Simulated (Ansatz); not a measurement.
The input, for Ansatz 0.2.0:

```yaml
crystal:
  periodic: [false, false, false]
  atoms:
    - {symbol: B, position_ang: [0.000000, 0.000000, 0.000000]}
    - {symbol: F, position_ang: [0.000000, 1.321760, 0.000000]}
    - {symbol: F, position_ang: [1.144678, -0.660880, 0.000000]}
    - {symbol: F, position_ang: [-1.144678, -0.660880, 0.000000]}
basis:
  gaussian: {orbitals: 6-31G}
correlation: {method: fic_mrcisd_q, electrons: outside_noble_gas, active_space: {window: {electrons: 18, orbitals: 13}, shells: [{species: B, l: s, shell: 2}, {species: B, l: p, shell: 2}, {species: F, l: p, shell: 2}]}}
```

```sh
$ ansatz run in.yaml --threads 5 --pin off --events-out ev --progress --plain --max-ram 125184MiB --backend cuda --devices 0, --max-vram 75GiB
```

The program prints:

```
702 factors; integrals over basis functions are off by at most 7.9e-8 eV
mean field evaluation 1: about -8789.3152 eV, gradient 3.3e1 eV
mean field evaluation 2: about -8789.3201 eV, gradient 3.3e1 eV
mean field evaluation 4: about -8791.5919 eV, gradient 1.6e0 eV
mean field evaluation 8: about -8791.5995 eV, gradient 1.7e-4 eV
mean field -8791.59948827 eV, -323.0853220338 hartree, gradient 2.6e-6 eV, S^2 0.000000; 0 other end points of the search recorded, 0 dependent functions left out
reference -8791.59948827 eV, -323.0853220338 hartree; 16, 16 occupied and 20, 20 virtual orbitals, 702 factors
state -8794.80770686 eV, -323.2032218924 hartree
contracted CI cycle   1: correlation 0.00000000 eV, 0.0000000000 hartree, residual 3.16e1 eV
contracted CI cycle   2: correlation -7.39636896 eV, -0.2718115459 hartree, residual 5.68e0 eV
contracted CI cycle   3: correlation -7.66985840 eV, -0.2818620976 hartree, residual 1.29e0 eV
contracted CI cycle   4: correlation -7.68478647 eV, -0.2824106938 hartree, residual 3.07e-1 eV
contracted CI cycle   5: correlation -7.68555884 eV, -0.2824390779 hartree, residual 8.16e-2 eV
contracted CI cycle   6: correlation -7.68561148 eV, -0.2824410122 hartree, residual 2.30e-2 eV
contracted CI cycle   7: correlation -7.68561595 eV, -0.2824411766 hartree, residual 6.08e-3 eV
contracted CI cycle   8: correlation -7.68561627 eV, -0.2824411885 hartree, residual 1.74e-3 eV
state -8794.80770686 eV, -323.2032218924 hartree; corrected -8802.98992994 eV, -323.5039130444 hartree
Total energy: -8802.98992994 eV, -323.5039130444 hartree
Checks for a lower state left out: starts, orbital_swaps
```

Natural occupations: 1.9957 1.9957 1.9944 1.9925 1.9900 1.9900 1.9862 1.9809 1.9809 0.0271 0.0263 0.0201 0.0201.

For the same geometry and basis RCCSDTQ lies 133.5 meV lower.

Ran on 5 threads of AMD EPYC 7R13 with a whole H100 80 GB, shared host: 10 s wall, 1.6 GiB peak host memory.
